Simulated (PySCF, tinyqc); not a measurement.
Inside a calculation. Method: MP2 on RHF in the sto-3g basis, for HF, spin multiplicity 1. The lowest restricted solution is unstable here: a spin-polarised one lies 0.0202 hartree lower (PySCF). Computed by tinyqc, a small Python program that keeps every step (integrals from PySCF). Settings: charge = 0, multiplicity = 1, basis = sto-3g, method = RHF, energy threshold = 1e-10, iteration cap = 71, orthogonalisation = symmetric, start = atomic densities, DIIS depth = 6. Command: `OMP_NUM_THREADS=1 python tinyqc.py 20405 20406 out.jsonl` (the two numbers bound the seeds that draw the settings). One thread of a shared host (Intel(R) Xeon(R) Processor @ 2.60GHz), about 0.2 s of CPU time with the checks. Later iterations appear only in the table of the cycle.

## One-electron integrals

Geometry (angstrom):
```
atom         x         y         z
F     0.000000  0.000000  0.000000
H     0.000000  0.000000  1.358000
```

Basis sto-3g: exponents (1/bohr^2) and contraction coefficients of normalised primitives:
```
element  l (shell)    exponent  coefficient
F            s (1)  166.679130     0.154329
F            s (1)   30.360812     0.535328
F            s (1)    8.216821     0.444635
F            s (2)    6.464803    -0.099967
F            s (2)    1.502281     0.399513
F            s (2)    0.488588     0.700115
F            p (3)    6.464803     0.155916
F            p (3)    1.502281     0.607684
F            p (3)    0.488588     0.391957
H            s (1)    3.425251     0.154329
H            s (1)    0.623914     0.535328
H            s (1)    0.168855     0.444635
```

Overlap, kinetic and nuclear-attraction integrals over the contracted functions; the nuclear repulsion is the sum of Za Zb / Rab.

nuclear repulsion = 3.50706546 hartree

overlap S, lower triangle:
```
           1F 1s     1F 2s    1F 2px    1F 2py    1F 2pz     2H 1s
1F 1s   1.000000
1F 2s   0.237990  1.000000
1F 2px  0.000000  0.000000  1.000000
1F 2py  0.000000  0.000000  0.000000  1.000000
1F 2pz  0.000000  0.000000  0.000000  0.000000  1.000000
2H 1s   0.017499  0.213376  0.000000  0.000000  0.193121  1.000000
```

kinetic energy T (hartree), lower triangle:
```
            1F 1s      1F 2s    1F 2px    1F 2py    1F 2pz     2H 1s
1F 1s   36.984577
1F 2s   -0.212858   1.037995
1F 2px   0.000000   0.000000  3.248015
1F 2py   0.000000   0.000000  0.000000  3.248015
1F 2pz   0.000000   0.000000  0.000000  0.000000  3.248015
2H 1s   -0.005705  -0.002862  0.000000  0.000000  0.047794  0.760032
```

nuclear attraction V (hartree), lower triangle:
```
             1F 1s       1F 2s      1F 2px      1F 2py      1F 2pz      2H 1s
1F 1s   -77.399254
1F 2s    -9.269547  -11.930806
1F 2px    0.000000    0.000000  -11.824796
1F 2py    0.000000    0.000000    0.000000  -11.824796
1F 2pz   -0.006866   -0.085758    0.000000    0.000000  -11.865509
2H 1s    -0.697725   -1.762058    0.000000    0.000000   -1.348627  -4.707879
```

core Hamiltonian H = T + V (hartree), lower triangle:
```
             1F 1s       1F 2s     1F 2px     1F 2py     1F 2pz      2H 1s
1F 1s   -40.414677
1F 2s    -9.482405  -10.892811
1F 2px    0.000000    0.000000  -8.576781
1F 2py    0.000000    0.000000   0.000000  -8.576781
1F 2pz   -0.006866   -0.085758   0.000000   0.000000  -8.617494
2H 1s    -0.703430   -1.764921   0.000000   0.000000  -1.300833  -3.947847
```

## Two-electron integrals

Functions are numbered as in S; the eight-fold symmetry (ij|kl) = (ji|kl) = (kl|ij) leaves the list below.

Two-electron integrals (ij|kl) in chemists' order, unique and non-zero (hartree):
```
(11|11) 5.403501   (21|11) 0.841920   (21|21) 0.156299   (22|11) 1.268028
(22|21) 0.292344   (22|22) 0.926167   (31|31) 0.027998   (32|31) 0.043169
(32|32) 0.204588   (33|11) 1.264502   (33|21) 0.292403   (33|22) 0.925959
(33|33) 0.997514   (41|41) 0.027998   (42|41) 0.043169   (42|42) 0.204588
(43|43) 0.053770   (44|11) 1.264502   (44|21) 0.292403   (44|22) 0.925959
(44|33) 0.889973   (44|44) 0.997514   (51|51) 0.027998   (52|51) 0.043169
(52|52) 0.204588   (53|53) 0.053770   (54|54) 0.053770   (55|11) 1.264502
(55|21) 0.292403   (55|22) 0.925959   (55|33) 0.889973   (55|44) 0.889973
(55|55) 0.997514   (61|11) 0.062621   (61|21) 0.011537   (61|22) 0.021477
(61|33) 0.021448   (61|44) 0.021448   (61|51) 0.000441   (61|52) 0.000837
(61|55) 0.021540   (61|61) 0.000859   (62|11) 0.180205   (62|21) 0.042198
(62|22) 0.151939   (62|33) 0.149669   (62|44) 0.149669   (62|51) 0.002817
(62|52) 0.023383   (62|55) 0.156327   (62|61) 0.003161   (62|62) 0.032423
(63|31) 0.004150   (63|32) 0.025633   (63|53) 0.004745   (63|63) 0.004542
(64|41) 0.004150   (64|42) 0.025633   (64|54) 0.004745   (64|64) 0.004542
(65|11) 0.131850   (65|21) 0.031244   (65|22) 0.120622   (65|33) 0.115748
(65|44) 0.115748   (65|51) 0.005934   (65|52) 0.042797   (65|55) 0.130232
(65|61) 0.002421   (65|62) 0.031749   (65|65) 0.035485   (66|11) 0.386720
(66|21) 0.091983   (66|22) 0.382973   (66|33) 0.372341   (66|44) 0.372341
(66|51) 0.006503   (66|52) 0.077604   (66|55) 0.403982   (66|61) 0.006906
(66|62) 0.112295   (66|65) 0.129134   (66|66) 0.774606
```

## Orthogonalisation

S = U s U^T; symmetric (Loewdin) form X = U s^(-1/2) U^T, so that X^T S X = 1.

eigenvalues of S: 0.658802  0.859778  1.000000  1.000000  1.123282  1.358139

X, lower triangle:
```
            1F 1s      1F 2s    1F 2px    1F 2py     1F 2pz     2H 1s
1F 1s    1.022475
1F 2s   -0.125715   1.041336
1F 2px   0.000000   0.000000  1.000000
1F 2py   0.000000   0.000000  0.000000  1.000000
1F 2pz  -0.002028   0.016904  0.000000  0.000000   1.014903
2H 1s    0.011592  -0.115161  0.000000  0.000000  -0.101968  1.033396
```

## Starting guess

The start is atomic minimal-basis densities projected into this basis (PySCF's MINAO start) and scaled to the electron count of each spin; this density is not idempotent, so its energy is not variational and may lie below the converged one.

D at the start, lower triangle:
```
            1F 1s      1F 2s    1F 2px    1F 2py    1F 2pz     2H 1s
1F 1s    2.157454
1F 2s   -0.509027   2.140147
1F 2px   0.000000   0.000000  1.636812
1F 2py   0.000000   0.000000  0.000000  1.636812
1F 2pz   0.008267  -0.043720  0.000000  0.000000  1.570716
2H 1s   -0.014604   0.058810  0.000000  0.000000  0.171267  1.009608
```

## Iteration 1: building the Fock matrix

J_ij = sum D_kl (ij|kl), K_ij = sum D_kl (ik|jl); F = H + J - 0.5 K; E = tr D H + tr D J / 2 - 0.25 tr D K + E_nn.

Coulomb J (hartree), lower triangle:
```
            1F 1s     1F 2s    1F 2px    1F 2py    1F 2pz     2H 1s
1F 1s   20.095098
1F 2s    3.807636  9.351099
1F 2px   0.000000  0.000000  9.332012
1F 2py   0.000000  0.000000  0.000000  9.332012
1F 2pz   0.005605  0.078560  0.000000  0.000000  9.362590
2H 1s    0.281449  1.532476  0.000000  0.000000  1.236824  4.246361
```

exchange K (hartree), lower triangle:
```
            1F 1s     1F 2s    1F 2px    1F 2py    1F 2pz     2H 1s
1F 1s   11.271364
1F 2s    1.930928  3.070195
1F 2px   0.000000  0.000000  2.268620
1F 2py   0.000000  0.000000  0.000000  2.268620
1F 2pz   0.003119  0.027476  0.000000  0.000000  2.282433
2H 1s    0.158756  0.617899  0.000000  0.000000  0.472690  0.975183
```

Fock matrix F (hartree), lower triangle:
```
             1F 1s      1F 2s     1F 2px     1F 2py     1F 2pz      2H 1s
1F 1s   -25.955261
1F 2s    -6.640232  -3.076809
1F 2px    0.000000   0.000000  -0.379079
1F 2py    0.000000   0.000000   0.000000  -0.379079
1F 2pz   -0.002820  -0.020936   0.000000   0.000000  -0.396121
2H 1s    -0.501359  -0.541394   0.000000   0.000000  -0.300354  -0.189077
```

total energy of this density = -99.04363948 hartree

This density is the starting one; it is not idempotent, so its energy is not variational and may lie below the converged one.

## Iteration 1: diagonalisation and new density

Diagonalise F' = X^T F X, C = X C', fill 5 alpha and 5 beta electrons from the bottom; D = 2 C_occ C_occ^T. Each column has its largest component positive (the first on a tie).

F' = X^T F X (hartree), lower triangle:
```
            1          2          3          4          5          6
1  -25.486956
2   -3.390419  -1.894917
3    0.000000   0.000000  -0.379079
4    0.000000   0.000000   0.000000  -0.379079
5   -0.013687   0.024185   0.000000   0.000000  -0.347394
6   -0.020722  -0.276831   0.000000   0.000000  -0.265191  -0.052939
```

orbital energies (hartree): MO1 -25.964666, MO2 -1.469841, MO3 -0.490519, MO4 -0.379079, MO5 -0.379079, MO6 0.142820

coefficients C:
```
              MO1        MO2        MO3        MO4       MO5        MO6
1F 1s    0.994962  -0.260350   0.031862   0.000000  0.000000   0.051501
1F 2s    0.020532   1.007150  -0.155132   0.000000  0.000000  -0.273669
1F 2px   0.000000   0.000000   0.000000   0.979989  0.199054   0.000000
1F 2py   0.000000   0.000000   0.000000  -0.199054  0.979989   0.000000
1F 2pz   0.000545   0.020225   0.842959   0.000000  0.000000  -0.574218
2H 1s   -0.002267   0.082681   0.402345   0.000000  0.000000   0.960718
```

D after iteration 1, lower triangle:
```
            1F 1s      1F 2s    1F 2px    1F 2py    1F 2pz     2H 1s
1F 1s    2.117493
1F 2s   -0.493453   2.077677
1F 2px   0.000000   0.000000  2.000000
1F 2py   0.000000   0.000000  0.000000  2.000000
1F 2pz   0.044269  -0.220778  0.000000  0.000000  1.421979
2H 1s   -0.021924   0.041619  0.000000  0.000000  0.681662  0.337445
```

Within a degenerate level the vectors are fixed only up to a rotation; this is one choice.

## Iteration 7 (converged): orbitals

converged F (hartree), lower triangle:
```
             1F 1s      1F 2s     1F 2px     1F 2py     1F 2pz      2H 1s
1F 1s   -25.922555
1F 2s    -6.626206  -3.013380
1F 2px    0.000000   0.000000  -0.464766
1F 2py    0.000000   0.000000   0.000000  -0.464766
1F 2pz   -0.012820  -0.011483   0.000000   0.000000  -0.188671
2H 1s    -0.498057  -0.516394   0.000000   0.000000  -0.380196  -0.232467
```

As before.

F' = X^T F X (hartree), lower triangle:
```
            1          2          3          4          5          6
1  -25.455317
2   -3.387699  -1.835022
3    0.000000   0.000000  -0.464766
4    0.000000   0.000000   0.000000  -0.464766
5   -0.026577   0.046379   0.000000   0.000000  -0.117343
6   -0.019929  -0.255990   0.000000   0.000000  -0.367295  -0.085109
```

orbital energies (hartree): MO1 -25.931724, MO2 -1.406652, MO3 -0.464766, MO4 -0.464766, MO5 -0.449362, MO6 0.294947

coefficients C:
```
              MO1        MO2       MO3        MO4        MO5        MO6
1F 1s    0.995032  -0.260163  0.000000   0.000000   0.041334   0.043789
1F 2s    0.020271   1.007585  0.000000   0.000000  -0.209155  -0.233129
1F 2px   0.000000   0.000000  0.270695   0.962665   0.000000   0.000000
1F 2py   0.000000   0.000000  0.962665  -0.270695   0.000000   0.000000
1F 2pz   0.000938   0.014066  0.000000   0.000000   0.685882  -0.755038
2H 1s   -0.002411   0.081966  0.000000   0.000000   0.615768   0.840124
```

D after iteration 7, lower triangle:
```
            1F 1s      1F 2s    1F 2px    1F 2py    1F 2pz     2H 1s
1F 1s    2.118962
1F 2s   -0.501224   2.118768
1F 2px   0.000000   0.000000  2.000000
1F 2py   0.000000   0.000000  0.000000  2.000000
1F 2pz   0.051248  -0.258529  0.000000  0.000000  0.941266
2H 1s    0.003456  -0.092505  0.000000  0.000000  0.846990  0.771789
```

Within a degenerate level the vectors are fixed only up to a rotation; this is one choice.

## Convergence

Stop when the energy changes by less than 1e-10 hartree and every element of the error matrix X^T (F D S - S D F) X is below 3e-06.

Course of the cycle:
```
iteration   E (hartree)     change  largest element of the error matrix
1          -99.04363948          -                             5.95e-01
2          -98.38068700   6.63e-01                             3.43e-01
3          -98.46698906  -8.63e-02                             2.59e-02
4          -98.46748174  -4.93e-04                             2.05e-03
5          -98.46748495  -3.21e-06                             5.87e-05
6          -98.46748495  -2.02e-09                             3.16e-06
7          -98.46748495  -5.83e-12                             1.10e-08
```

PySCF RHF in the same basis = -98.46748495 hartree

Converged in 7 iterations.

## Populations, bond orders and dipole

Mulliken: Z minus the diagonal of D S on the atom; Loewdin: the same with S^(1/2) D S^(1/2); Mayer order: 2 sum_s sum (D(s) S)_ij (D(s) S)_ji over the two atoms.

Charges (e):
```
atom   Mulliken    Loewdin
1F    -0.084318  -0.072725
2H     0.084318   0.072725
```

Mayer bond orders:
```
pair     order
2-1   0.992891
```

dipole moment about the origin, x y z (debye): 0.000000  0.000000  0.956588

## Integrals over molecular orbitals

(pq|rs) = sum C_ip C_jq C_kr C_ls (ij|kl), one index at a time.

one-electron integrals over orbitals h = C^T H C (hartree), lower triangle:
```
            1          2          3          4          5          6
1  -40.397559
2    0.726809  -9.117901
3    0.000000   0.000000  -8.576781
4    0.000000   0.000000   0.000000  -8.576781
5   -0.108498   0.440230   0.000000   0.000000  -6.588259
6   -0.120037   0.665524   0.000000   0.000000   2.369839  -5.914856
```

Two-electron integrals over orbitals (pq|rs), unique and non-zero (hartree):
```
(11|11) 5.364829    (21|11) -0.525281   (21|21) 0.081048    (22|11) 1.241133
(22|21) -0.023258   (22|22) 0.878945    (31|31) 0.029523    (32|31) 0.040305
(32|32) 0.191075    (33|11) 1.264029    (33|21) -0.015225   (33|22) 0.899099
(33|33) 0.997514    (41|41) 0.029523    (42|41) 0.040305    (42|42) 0.191075
(43|43) 0.053770    (44|11) 1.264029    (44|21) -0.015225   (44|22) 0.899099
(44|33) 0.889973    (44|44) 0.997514    (51|11) 0.082707    (51|21) -0.012478
(51|22) 0.005013    (51|33) 0.002450    (51|44) 0.002450    (51|51) 0.016334
(52|11) -0.105114   (52|21) 0.004098    (52|22) -0.045315   (52|33) -0.058827
(52|44) -0.058827   (52|51) 0.020452    (52|52) 0.126892    (53|31) -0.005766
(53|32) -0.023400   (53|53) 0.032886    (54|41) -0.005766   (54|42) -0.023400
(54|54) 0.032886    (55|11) 0.859527    (55|21) -0.008155   (55|22) 0.671867
(55|33) 0.657777    (55|44) 0.657777    (55|51) -0.001469   (55|52) -0.008653
(55|55) 0.654001    (61|11) 0.088518    (61|21) -0.014069   (61|22) 0.002799
(61|33) 0.002628    (61|44) 0.002628    (61|51) -0.013053   (61|52) -0.022591
(61|55) 0.004271    (61|61) 0.018520    (62|11) -0.128876   (62|21) 0.003554
(62|22) -0.071699   (62|33) -0.071658   (62|44) -0.071658   (62|51) -0.019905
(62|52) -0.082909   (62|55) -0.019971   (62|61) 0.019435    (62|62) 0.091275
(63|31) -0.005838   (63|32) -0.024032   (63|53) -0.023681   (63|63) 0.028395
(64|41) -0.005838   (64|42) -0.024032   (64|54) -0.023681   (64|64) 0.028395
(65|11) -0.437768   (65|21) 0.007252    (65|22) -0.255624   (65|33) -0.259904
(65|44) -0.259904   (65|51) 0.001257    (65|52) 0.071633    (65|55) -0.086762
(65|61) -0.004167   (65|62) 0.030022    (65|65) 0.246767    (66|11) 0.822394
(66|21) -0.008753   (66|22) 0.626737    (66|33) 0.613045    (66|44) 0.613045
(66|51) 0.008641    (66|52) 0.038901    (66|55) 0.636357    (66|61) -0.006341
(66|62) -0.048270   (66|65) -0.029147   (66|66) 0.659002
```

## Second-order Moller-Plesset energy

Hartree-Fock energy = -98.46748495 hartree

E2 = sum_ijab (ia|jb) [2 (ia|jb) - (ib|ja)] / (e_i + e_j - e_a - e_b) over occupied i, j and virtual a, b; the opposite-spin part is (ia|jb)^2 / denominator, the rest is same-spin, and SCS-MP2 scales them by 6/5 and 1/3.

Terms:
```
i  j  a  b    (ia|jb)    (ib|ja)  denominator       term
5  5  6  6   0.246767   0.246767    -1.488617  -0.040906
2  2  6  6   0.091275   0.091275    -3.403196  -0.002448
4  4  6  6   0.028395   0.028395    -1.519425  -0.000531
3  3  6  6   0.028395   0.028395    -1.519425  -0.000531
5  2  6  6   0.030022   0.030022    -2.445907  -0.000369
2  5  6  6   0.030022   0.030022    -2.445907  -0.000369
2  1  6  6   0.019435   0.019435   -27.928268  -0.000014
1  2  6  6   0.019435   0.019435   -27.928268  -0.000014
1  1  6  6   0.018520   0.018520   -52.453340  -0.000007
1  5  6  6  -0.004167  -0.004167   -26.970979  -6.44e-07
5  1  6  6  -0.004167  -0.004167   -26.970979  -6.44e-07
```

Pair energies (hartree; pair i-j sums ij and ji):
```
pair  opposite spin  same spin
1-1       -0.000007   0.000000
2-1       -0.000027   0.000000
2-2       -0.002448   0.000000
3-3       -0.000531   0.000000
4-4       -0.000531   0.000000
5-1       -1.29e-06   0.000000
5-2       -0.000737   0.000000
5-5       -0.040906   0.000000
```

MP2 correlation energy = -0.04518767 hartree

SCS-MP2 correlation energy = -0.05422521 hartree

MP2 total energy = -98.51267263 hartree
